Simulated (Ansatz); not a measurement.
Born–Oppenheimer molecular dynamics of BH$_{8}$NSi (11 atoms, charge 0, multiplicity 1). It starts at the highest image of a converged band. Of that band: Neighbouring images differ by up to 1.4 eV, so the band resolves the path poorly. A vibrational analysis at the climbing image gives one clearly imaginary mode, 1233i cm⁻¹: a first-order saddle point.

The calculation used Ansatz, RKS PBE-D4/6-31G*.

```json
{
 "ensemble": "NVE (velocity Verlet)",
 "time step": "0.5 fs",
 "steps asked": "200",
 "starting velocities drawn for": "300 K",
 "seed": "10240"
}
```

Frames 5 fs apart, positions in Å, forces in eV/Å.

Velocities at 20 fs (Å/ps):

```
B 8.26 -17.81 -3.13
H -49.02 48.45 10.39
H -23.85 -7.74 10.94
H -26.72 17.52 1.61
N 4.78 6.34 1.76
H 7.96 1.98 7.83
Si -0.64 -1.02 -1.61
H 25.19 -2.78 -2.29
H 0.05 4.52 1.01
H -23.83 -2.54 6.36
H -46.87 72.03 18.17
```

```xyz
11
Properties=species:S:1:pos:R:3:forces:R:3 time_fs=20 energy_less_start_eV=-0.749 T=944
B 0.159 -0.351 0.272 0.12 0.28 -0.37
H -1.279 0.728 0.871 -0.41 0.14 0.24
H 0.839 0.404 0.945 0.24 -0.08 -0.40
H -0.275 0.012 -0.836 0.34 -0.45 0.62
N 0.056 -1.676 0.809 0.04 -0.17 -0.24
H -0.512 -2.394 0.367 -0.16 0.04 -0.36
Si 1.222 -2.341 1.924 0.23 -1.11 -0.47
H 0.992 -3.861 1.928 0.04 0.53 -0.01
H 2.615 -2.106 1.448 0.17 0.07 0.02
H 1.115 -1.887 3.305 -0.14 0.39 0.74
H -1.267 0.045 1.202 -0.48 0.35 0.21
11
Properties=species:S:1:pos:R:3:forces:R:3 time_fs=25 energy_less_start_eV=-0.905 T=1078
B 0.199 -0.425 0.249 -0.16 2.90 -0.39
H -1.568 1.032 0.924 -0.20 -0.30 0.38
H 0.768 0.367 0.957 0.62 0.17 -0.28
H -0.354 0.021 -0.740 0.19 -0.58 -0.02
N 0.077 -1.653 0.816 -0.89 -2.81 -0.23
H -0.493 -2.378 0.363 -0.03 0.18 -0.18
Si 1.221 -2.349 1.917 0.84 0.19 1.42
H 1.110 -3.831 1.911 -0.26 -0.25 -0.09
H 2.628 -2.072 1.462 -0.08 0.12 0.17
H 0.991 -1.874 3.368 0.19 -0.14 -0.67
H -1.549 0.392 1.342 -0.22 0.52 -0.13
11
Properties=species:S:1:pos:R:3:forces:R:3 time_fs=30 energy_less_start_eV=-1.084 T=1232
B 0.238 -0.444 0.222 0.01 1.86 1.09
H -1.908 1.341 1.020 -0.06 0.52 -0.41
H 0.835 0.365 0.896 0.49 0.08 -0.36
H -0.412 -0.083 -0.677 -0.37 0.06 -1.02
N 0.086 -1.671 0.818 -0.61 -1.58 -0.76
H -0.494 -2.338 0.309 -0.18 -0.22 -0.04
Si 1.227 -2.357 1.920 0.77 -0.03 1.04
H 1.173 -3.844 1.877 -0.22 -0.23 -0.03
H 2.629 -2.010 1.514 -0.03 0.11 0.16
H 0.904 -1.881 3.317 0.22 -0.10 -0.14
H -1.885 0.788 1.500 -0.01 -0.48 0.46
11
Properties=species:S:1:pos:R:3:forces:R:3 time_fs=35 energy_less_start_eV=-1.155 T=1293
B 0.272 -0.423 0.211 -1.45 -0.36 -0.35
H -2.261 1.675 1.110 0.01 -0.22 0.25
H 1.012 0.379 0.752 -0.04 -0.17 -0.31
H -0.500 -0.189 -0.777 1.01 0.06 0.91
N 0.084 -1.716 0.806 0.00 0.92 -1.40
H -0.523 -2.331 0.255 0.07 -0.06 0.30
Si 1.239 -2.366 1.931 0.34 -1.06 -0.25
H 1.185 -3.895 1.837 0.01 0.49 0.11
H 2.624 -1.923 1.601 0.10 0.03 0.03
H 0.860 -1.906 3.255 -0.04 0.14 0.94
H -2.230 1.173 1.681 -0.01 0.22 -0.25
11
Properties=species:S:1:pos:R:3:forces:R:3 time_fs=40 energy_less_start_eV=-1.111 T=1255
B 0.281 -0.409 0.199 0.21 -2.02 0.62
H -2.613 1.992 1.213 0.02 -0.22 0.32
H 1.179 0.353 0.542 -0.49 -0.34 0.14
H -0.410 -0.267 -0.737 -0.50 0.74 -0.69
N 0.083 -1.746 0.774 1.14 1.99 -0.41
H -0.550 -2.351 0.255 -0.10 -0.11 0.15
Si 1.253 -2.382 1.942 -0.54 0.54 0.64
H 1.198 -3.863 1.822 0.14 -0.26 0.11
H 2.633 -1.830 1.697 -0.15 -0.16 -0.05
H 0.824 -1.918 3.349 0.28 -0.36 -0.50
H -2.576 1.575 1.850 -0.01 0.21 -0.32
11
Properties=species:S:1:pos:R:3:forces:R:3 time_fs=45 energy_less_start_eV=-1.130 T=1271
B 0.288 -0.435 0.192 -0.33 -1.24 -1.48
H -2.963 2.298 1.337 -0.03 0.28 -0.61
H 1.253 0.259 0.371 -0.03 0.04 0.72
H -0.391 -0.194 -0.792 -0.17 0.28 0.38
N 0.100 -1.746 0.734 1.09 0.56 0.52
H -0.586 -2.380 0.304 0.09 0.32 0.24
Si 1.263 -2.395 1.958 -0.80 0.67 0.08
H 1.242 -3.875 1.830 0.15 -0.24 0.01
H 2.615 -1.772 1.779 -0.04 -0.17 -0.19
H 0.840 -2.001 3.365 0.03 -0.21 -0.27
H -2.923 1.985 1.997 0.04 -0.29 0.61
11
Properties=species:S:1:pos:R:3:forces:R:3 time_fs=50 energy_less_start_eV=-1.147 T=1286
B 0.293 -0.484 0.158 0.11 1.52 -2.23
H -3.313 2.613 1.438 0.03 -0.14 0.43
H 1.301 0.161 0.354 -0.17 -0.01 0.47
H -0.427 -0.058 -0.790 0.24 -0.45 0.98
N 0.135 -1.737 0.703 0.65 -1.44 1.49
H -0.617 -2.355 0.399 -0.19 0.07 0.01
Si 1.267 -2.402 1.973 -0.40 -0.38 -1.20
H 1.319 -3.928 1.840 0.04 0.53 -0.08
H 2.591 -1.750 1.819 0.18 -0.03 -0.20
H 0.855 -2.127 3.341 -0.45 0.19 0.76
H -3.267 2.384 2.166 -0.03 0.13 -0.43
11
Properties=species:S:1:pos:R:3:forces:R:3 time_fs=55 energy_less_start_eV=-1.200 T=1332
B 0.303 -0.509 0.083 1.83 0.55 1.16
H -3.661 2.916 1.564 0.02 -0.04 0.26
H 1.315 0.068 0.439 -0.11 0.19 -0.30
H -0.452 0.009 -0.619 -1.05 0.24 -0.92
N 0.180 -1.750 0.695 -0.51 -1.38 0.76
H -0.671 -2.301 0.505 0.21 0.07 0.05
Si 1.267 -2.412 1.981 -0.25 0.43 0.05
H 1.407 -3.888 1.831 -0.02 -0.16 -0.17
H 2.597 -1.738 1.815 -0.11 -0.04 0.02
H 0.787 -2.220 3.431 0.02 0.10 -0.64
H -3.613 2.795 2.311 -0.02 0.04 -0.26
11
Properties=species:S:1:pos:R:3:forces:R:3 time_fs=60 energy_less_start_eV=-1.054 T=1207
B 0.341 -0.518 0.024 -0.80 -0.06 1.44
H -4.008 3.221 1.706 -0.04 0.01 -0.64
H 1.316 0.026 0.460 0.38 0.55 -0.71
H -0.618 0.066 -0.567 1.04 -0.89 0.23
N 0.218 -1.784 0.699 -0.72 0.53 -0.41
H -0.695 -2.241 0.616 0.00 -0.21 -0.14
Si 1.266 -2.418 1.987 0.13 0.11 -0.04
H 1.491 -3.874 1.785 -0.05 -0.28 -0.06
H 2.583 -1.733 1.813 -0.06 0.09 0.17
H 0.714 -2.284 3.407 0.08 0.16 -0.47
H -3.960 3.204 2.438 0.04 -0.01 0.64
11
Properties=species:S:1:pos:R:3:forces:R:3 time_fs=65 energy_less_start_eV=-1.101 T=1247
B 0.370 -0.529 -0.001 0.11 -0.97 2.18
H -4.355 3.524 1.827 0.04 0.06 0.54
H 1.379 0.090 0.317 -0.19 -0.14 -0.68
H -0.609 -0.041 -0.505 0.14 -0.14 -0.43
N 0.244 -1.810 0.698 -0.65 1.39 -0.70
H -0.702 -2.218 0.695 0.17 -0.02 -0.29
Si 1.265 -2.424 1.992 0.83 -0.88 -1.32
H 1.561 -3.906 1.728 -0.16 0.42 0.21
H 2.558 -1.707 1.850 0.11 0.18 0.23
H 0.644 -2.313 3.301 -0.35 0.17 0.81
H -4.306 3.613 2.587 -0.04 -0.06 -0.54
11
Properties=species:S:1:pos:R:3:forces:R:3 time_fs=70 energy_less_start_eV=-1.240 T=1366
B 0.401 -0.559 0.018 0.05 -0.37 0.33
H -4.701 3.828 1.978 0.01 0.03 0.13
H 1.412 0.130 0.029 -0.18 -0.50 0.15
H -0.575 -0.184 -0.543 -0.34 0.28 -0.42
N 0.259 -1.815 0.687 0.16 0.75 0.19
H -0.685 -2.207 0.706 -0.10 0.02 -0.32
Si 1.271 -2.436 1.989 0.22 0.13 0.10
H 1.597 -3.868 1.716 -0.02 -0.18 0.16
H 2.549 -1.646 1.940 -0.15 -0.04 0.18
H 0.523 -2.307 3.321 0.35 -0.08 -0.38
H -4.653 4.022 2.706 -0.01 -0.03 -0.13
11
Properties=species:S:1:pos:R:3:forces:R:3 time_fs=75 energy_less_start_eV=-1.039 T=1194
B 0.430 -0.596 0.042 -1.49 1.28 -2.87
H -5.045 4.139 2.139 -0.03 -0.23 -0.54
H 1.410 0.061 -0.229 0.24 -0.25 0.82
H -0.592 -0.271 -0.655 0.85 -0.04 0.78
N 0.276 -1.808 0.679 0.09 -0.83 1.16
H -0.674 -2.191 0.647 0.09 0.02 -0.07
Si 1.278 -2.448 1.985 -0.13 0.46 0.53
H 1.629 -3.865 1.740 0.09 -0.35 0.03
H 2.510 -1.592 2.070 -0.10 -0.12 -0.02
H 0.469 -2.317 3.281 0.36 -0.18 -0.36
H -5.002 4.424 2.815 0.03 0.23 0.54
```

Of the whole run (100 fs, mean temperature of the second half 1259 K): The conserved energy stayed within 0.11 meV per atom of its start (net change 0.047 meV per atom), so the integration is sound. The kinetic energy rose, since the run started high on the potential surface and went downhill. It ends in pieces (BH6NSi + H2), so much of that is their flight and rotation, not heat. A run of 0.1 ps of so small a system gives no equilibrium averages. The orbitals stay closed-shell, which can raise the energy where a bond breaks towards radicals; this wasn't checked here.

Run time: 5 min on 1 thread of Arm Neoverse V2, on a shared host, peak memory 0.12 GiB.
